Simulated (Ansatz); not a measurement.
# NCO (nco radical) at 6 levels

We compute a comparison of 6 runs (UHF/STO-3G, U-revPBE/STO-3G, U-wB97X/STO-3G, UB3LYP/STO-3G, USVWN5/STO-3G, UCCSD/STO-3G) of NCO (nco radical). 

The results are computed with Ansatz 0.2.0.

66 further runs of the same task are left out: 13 that didn't finish, 53 set aside as unsound or not needed.

**1. The molecule**

The species is NCO (3 atoms), meant as a doublet with charge 0. SMILES: `[N]=C=O`. The O3–C2 distance was set to 1.756 Å, away from the relaxed value.

Bond lengths: N1–C2 1.222 Å. A long bond or contact: C2–O3 1.756 Å.

**2. A single-point energy at UHF/STO-3G (run 1)**

in.yaml

```yaml
crystal:
  periodic: [false, false, false]
  atoms:
    - {symbol: N, position_ang: [1.438470, 0.628637, 0.860532]}
    - {symbol: C, position_ang: [0.456470, 0.199537, 0.273032]}
    - {symbol: O, position_ang: [-0.954400, -0.417100, -0.571000]}
basis:
  gaussian: {orbitals: STO-3G}
magnetization: {spin_polarized: true, initial_magnetization: 1}
hamiltonian: {xc: hf}
accuracy: high
```

Run with:

```bash
$ ansatz run in.yaml --threads 1 --pin off --max-ram 2610MiB --events-out events.jsonl --progress --plain --runs-dir runs
```

Standard output:

```text
Warning: RAYON_NUM_THREADS=1 ignored (pool sized by the plan → 1); use --threads N
Functional definition: HF
  name "HF"
  exchange = exact_x
  correlation = 0
245 factors; integrals over basis functions are off by at most 4.9e-8 eV
mean field evaluation 1: about -4480.2279 eV, gradient 2.4e1 eV
mean field evaluation 2: about -4480.2508 eV, gradient 2.4e1 eV
mean field evaluation 4: about -4485.0487 eV, gradient 4.0e0 eV
mean field evaluation 8: about -4485.1464 eV, gradient 8.8e-1 eV
mean field evaluation 16: about -4486.2610 eV, gradient 1.1e-1 eV
mean field evaluation 32: about -4485.2735 eV, gradient 2.9e-1 eV
mean field evaluation 64: about -4486.2612 eV, gradient 1.5e-2 eV
mean field evaluation 96: about -4482.4766 eV, gradient 2.3e1 eV
mean field evaluation 128: about -4485.2331 eV, gradient 9.7e-2 eV
mean field evaluation 160: about -4486.2329 eV, gradient 1.1e0 eV
mean field evaluation 192: about -4473.8946 eV, gradient 1.4e1 eV
mean field -4486.26123676 eV, -164.8670595539 hartree, gradient 6.8e-8 eV, S^2 1.866652; 8 other end points of the search recorded, 0 dependent functions left out
reference -4486.26123676 eV, -164.8670595539 hartree; 11, 10 occupied and 4, 5 virtual orbitals, 245 factors
Total energy: -4486.26123676 eV, -164.8670595539 hartree
```

Run time: 0.8 s. Hardware: 1 thread of Intel Xeon Platinum 8375C at 2.90GHz (Ice Lake), shared host.

**3. A single-point energy at U-revPBE/STO-3G (run 2)**

job.yaml

```yaml
crystal:
  periodic: [false, false, false]
  atoms:
    - {symbol: "N", position_ang: [1.438470, 0.628637, 0.860532]}
    - {symbol: C, position_ang: [0.456470, 0.199537, 0.273032]}
    - {symbol: O, position_ang: [-0.954400, -0.417100, -0.571000]}
basis:
  gaussian: {orbitals: STO-3G}
magnetization: {spin_polarized: true, initial_magnetization: 1}
hamiltonian: {xc: {name: revPBE}}
accuracy: high
```

Run with:

```bash
$ ansatz run job.yaml --threads 1 --pin off --max-ram 2610MiB --events-out events.jsonl --progress --plain --runs-dir runs
```

Standard output:

```text
Warning: RAYON_NUM_THREADS=1 ignored (pool sized by the plan → 1); use --threads N
Functional definition: revPBE
  name "revPBE"
  parameter kappa = 1.245
  parameter beta = 0.06672455060314922
  exchange = pbe_x(kappa = kappa, mu = beta*pi^2/3)
  correlation = pbe_c(beta = beta)
245 factors; integrals over basis functions are off by at most 4.9e-8 eV
mean field evaluation 1: about -4505.3128 eV, gradient 2.2e1 eV
mean field evaluation 2: about -4413.9576 eV, gradient 1.1e2 eV
mean field evaluation 4: about -4507.0293 eV, gradient 1.1e1 eV
mean field evaluation 8: about -4507.8451 eV, gradient 1.6e-1 eV
mean field evaluation 16: about -4507.8452 eV, gradient 7.7e-6 eV
mean field evaluation 32: about -4507.8008 eV, gradient 1.1e0 eV
mean field -4507.84524611 eV, -165.6602572672 hartree, gradient 4.0e-8 eV, S^2 0.759238; 2 other end points of the search recorded, 0 dependent functions left out
reference -4507.84524728 eV, -165.6602573104 hartree; 11, 10 occupied and 4, 5 virtual orbitals, 245 factors
Total energy: -4507.84524728 eV, -165.6602573104 hartree
```

Run time: 8.4 s. Hardware: 1 thread of Intel Xeon Platinum 8375C at 2.90GHz (Ice Lake), shared host; peak memory 0.12 GiB.

Runs 3 to 4 aren't shown in full; the table further down has their settings and results.

**4. A single-point energy at USVWN5/STO-3G (run 5)**

Edit in.yaml of step 2 so:

```diff
@@ -7,5 +7,9 @@
 basis:
-  gaussian: {orbitals: STO-3G}
-magnetization: {spin_polarized: true, initial_magnetization: 1}
-hamiltonian: {xc: hf}
+  gaussian:
+    orbitals: STO-3G
+magnetization:
+  spin_polarized: true
+  initial_magnetization: 1
+hamiltonian:
+  xc: {name: SVWN5}
 accuracy: high
```

Run with:

```bash
$ ansatz run in.yaml --threads 1 --pin off --max-ram 2610MiB --events-out events.jsonl --progress --plain --runs-dir runs
```

Standard output:

```text
Warning: RAYON_NUM_THREADS=1 ignored (pool sized by the plan → 1); use --threads N
Functional definition: SVWN5
  name "SVWN5"
  exchange = slater_x
  correlation = vwn5_c
245 factors; integrals over basis functions are off by at most 4.9e-8 eV
mean field evaluation 1: about -4468.8075 eV, gradient 2.1e1 eV
mean field evaluation 2: about -4374.6136 eV, gradient 1.1e2 eV
mean field evaluation 4: about -4470.4187 eV, gradient 1.1e1 eV
mean field evaluation 8: about -4471.3977 eV, gradient 9.5e-1 eV
mean field evaluation 16: about -4471.3350 eV, gradient 2.1e-8 eV
mean field evaluation 32: about -4471.3349 eV, gradient 3.1e-2 eV
mean field -4471.33495218 eV, -164.3185287128 hartree, gradient 7.1e-8 eV, S^2 0.759368; 5 other end points of the search recorded, 0 dependent functions left out
reference -4471.33495308 eV, -164.3185287461 hartree; 11, 10 occupied and 4, 5 virtual orbitals, 245 factors
Total energy: -4471.33495308 eV, -164.3185287461 hartree
```

Wall time 3.6 s (1 thread of Intel Xeon Platinum 8375C at 2.90GHz (Ice Lake), shared host); peak memory 0.1 GiB.

**5. The energy at UCCSD/STO-3G (run 6)**

job.yaml

```yaml
crystal:
  periodic: [false, false, false]
  atoms:
    - {symbol: "N", position_ang: [1.438470, 0.628637, 0.860532]}
    - {symbol: C, position_ang: [0.456470, 0.199537, 0.273032]}
    - {symbol: O, position_ang: [-0.954400, -0.417100, -0.571000]}
basis:
  gaussian:
    orbitals: STO-3G
magnetization:
  spin_polarized: true
  initial_magnetization: 1
correlation:
  method: ccsd
  frozen_orbitals: {C: 1, "N": 1, O: 1}
scf:
  omitted_lower_state_checks: [cluster_reference, increment]
accuracy: high
```

Run with:

```bash
$ ansatz run job.yaml --threads 1 --pin off --max-ram 2610MiB --events-out events.jsonl --progress --plain --runs-dir runs
```

Standard output:

```text
Warning: RAYON_NUM_THREADS=1 ignored (pool sized by the plan → 1); use --threads N
[... 14 lines left out ...]
3 core orbitals not correlated: weight in the atoms' cores, before any rotation towards them, 1.000 or more for the frozen orbitals, at most 0.000 for the correlated occupied ones
[... 36 lines left out ...]
Total energy: -4491.36180627 eV, -165.0545020259 hartree
Checks for a lower state left out: cluster_reference, increment
```

Wall time 0.77 s (1 thread of Intel Xeon Platinum 8375C at 2.90GHz (Ice Lake), shared host).

**6. Overview of the runs**

| run | level | frozen core orbitals | energy (Eh) | ⟨S²⟩ | wall time |
| --- | --- | --- | --- | --- | --- |
| 1 | UHF/STO-3G | – | -164.867060 | 1.867 | 0.8 s |
| 2 | U-revPBE/STO-3G | – | -165.660257 | 0.759 | 8.4 s |
| 3 | U-wB97X/STO-3G | – | -165.639503 | 0.779 | 32 s |
| 4 | UB3LYP/STO-3G | – | -165.661814 | 0.766 | 7.5 s |
| 5 | USVWN5/STO-3G | – | -164.318529 | 0.759 | 3.6 s |
| 6 | UCCSD/STO-3G | 3 | -165.054502 | 1.867 | 0.77 s |

**7. What came out**

| quantity | value |
| --- | --- |
| run 6: total energy | -165.05450 Eh |
| run 6: correlation energy (3 core orbitals frozen) | -187.4 mEh |
| run 6: ⟨S²⟩ of the reference determinant | 1.867 |
| run 6: T1 diagnostic | 0.092 |

In words: Totals of different functionals can't be ranked against each other. In runs 1, 2, 3, 4, 5, 6 the basis is minimal, so the values are rough. Spin contamination of the reference: run 1 ⟨S²⟩ = 1.87, run 6 ⟨S²⟩ = 1.87. Where it is this large, the reference is a mixture of spin states, and values that rest on it are in doubt. All runs together took 53 s, the longest 32 s.
